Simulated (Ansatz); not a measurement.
# HSE06/3-21G run of [BH4]− (SMILES [H][B-]([H])([H])[H])

What is the energy change on altering one bond length of [BH4]− at HSE06/3-21G? 

Program for the calculation: Ansatz 0.2.0.

### 1 The structure to begin with

[BH4]− has 5 atoms, charge -1, and is taken as a singlet. SMILES: `[H][B-]([H])([H])[H]`. The shape is that of a GFN2-xTB optimisation.

Bond lengths: B1–H2 1.229 Å, B1–H3 1.229 Å, B1–H4 1.229 Å, B1–H5 1.229 Å. Angles: H2–B1–H3 109.5°, H2–B1–H4 109.5°, H2–B1–H5 109.5°, H3–B1–H4 109.5°, H3–B1–H5 109.5°, H4–B1–H5 109.5°.

### 2 The energy at HSE06/3-21G

run.yaml

```yaml
crystal:
  periodic: [false, false, false]
  atoms:
    - {symbol: B, position_ang: [0.000000, -0.000190, -0.000050]}
    - {symbol: H, position_ang: [0.011880, -0.020580, 1.229120]}
    - {symbol: H, position_ang: [1.154650, 0.011840, -0.420810]}
    - {symbol: H, position_ang: [-0.587600, 1.007810, -0.387560]}
    - {symbol: H, position_ang: [-0.578930, -0.998880, -0.420690]}
basis:
  gaussian:
    orbitals: 3-21G.json
total_charge: -1
hamiltonian:
  xc: {name: HSE06}
accuracy: high
```

The basis set 3-21G is read from a file made from the Basis Set Exchange's data (not shown).

On the command line:

```console
$ ansatz run run.yaml --threads 1 --pin off --max-ram 2610MiB --events-out events.jsonl --progress --plain --runs-dir runs
```

The log of the run:

```text
Warning: RAYON_NUM_THREADS=1 ignored (pool sized by the plan → 1); use --threads N
Functional definition: HSE06
  name "HSE06"
  parameter a = 0.25
  parameter omega = 0.11/bohr
  exchange = pbe_x - a*pbe_x_sr(omega) + a*exact_x_sr(omega)
  correlation = pbe_c
342 factors; integrals over basis functions are off by at most 5.4e-9 eV
68 factors; integrals over basis functions are off by at most 2.7e-10 eV
mean field evaluation 1: about -735.6463 eV, gradient 6.6e0 eV
mean field evaluation 2: about -735.7164 eV, gradient 4.9e0 eV
mean field evaluation 4: about -735.7939 eV, gradient 1.6e-2 eV
mean field evaluation 8: about -735.7654 eV, gradient 3.2e-4 eV
mean field -735.76543777 eV, -27.0388811184 hartree, gradient 4.3e-9 eV, S^2 0.000000; 0 other end points of the search recorded, 0 dependent functions left out
reference -735.76543965 eV, -27.0388811873 hartree; 5, 5 occupied and 12, 12 virtual orbitals, 342 factors
Total energy: -735.76543965 eV, -27.0388811873 hartree
```

Run time: 0.66 s. Hardware: 1 thread of Arm Neoverse V2, shared host.

### 3 The distorted shape at the same level

job.yaml

```yaml
crystal:
  periodic: [false, false, false]
  atoms:
    - {symbol: B, position_ang: [-0.288635, -0.003197, 0.105130]}
    - {symbol: H, position_ang: [-0.276755, -0.023587, 1.334300]}
    - {symbol: H, position_ang: [1.154650, 0.011840, -0.420810]}
    - {symbol: H, position_ang: [-0.876235, 1.004803, -0.282380]}
    - {symbol: H, position_ang: [-0.867565, -1.001887, -0.315510]}
basis:
  gaussian: {orbitals: 3-21G.json}
total_charge: -1
hamiltonian: {xc: hse06}
accuracy: high
```

The basis set 3-21G is read from a file made from the Basis Set Exchange's data (not shown).

On the command line:

```console
$ ansatz run job.yaml --threads 1 --pin off --max-ram 2610MiB --events-out events.jsonl --progress --plain --runs-dir runs
```

The log of the run:

```text
Warning: RAYON_NUM_THREADS=1 ignored (pool sized by the plan → 1); use --threads N
Functional definition: HSE06
  name "HSE06"
  parameter a = 0.25
  parameter omega = 0.11/bohr
  exchange = pbe_x - a*pbe_x_sr(omega) + a*exact_x_sr(omega)
  correlation = pbe_c
342 factors; integrals over basis functions are off by at most 7.2e-9 eV
68 factors; integrals over basis functions are off by at most 3.0e-10 eV
mean field evaluation 1: about -735.2216 eV, gradient 4.2e0 eV
mean field evaluation 2: about -735.2729 eV, gradient 2.2e0 eV
mean field evaluation 4: about -735.2894 eV, gradient 5.3e-2 eV
mean field evaluation 8: about -735.2624 eV, gradient 6.6e-5 eV
mean field -735.26237204 eV, -27.0203937939 hartree, gradient 4.9e-9 eV, S^2 0.000000; 0 other end points of the search recorded, 0 dependent functions left out
reference -735.26237393 eV, -27.0203938632 hartree; 5, 5 occupied and 12, 12 virtual orbitals, 342 factors
Total energy: -735.26237393 eV, -27.0203938632 hartree
```

Wall time 0.66 s (1 thread of Arm Neoverse V2, shared host).

### 4 What came out

At HSE06/3-21G:

| quantity | value |
| --- | --- |
| first shape: total energy | -27.03888 Eh |
| distorted shape: total energy | -27.02039 Eh |
| energy change with the B1–H3 bond stretched from 1.229 to 1.536 Å | 0.503 eV |

**Reading.** With the B1–H3 bond stretched from 1.229 to 1.536 Å the energy rises by 0.50 eV (48.5 kJ/mol). The first shape isn't relaxed at this level, so the change isn't measured from a minimum.
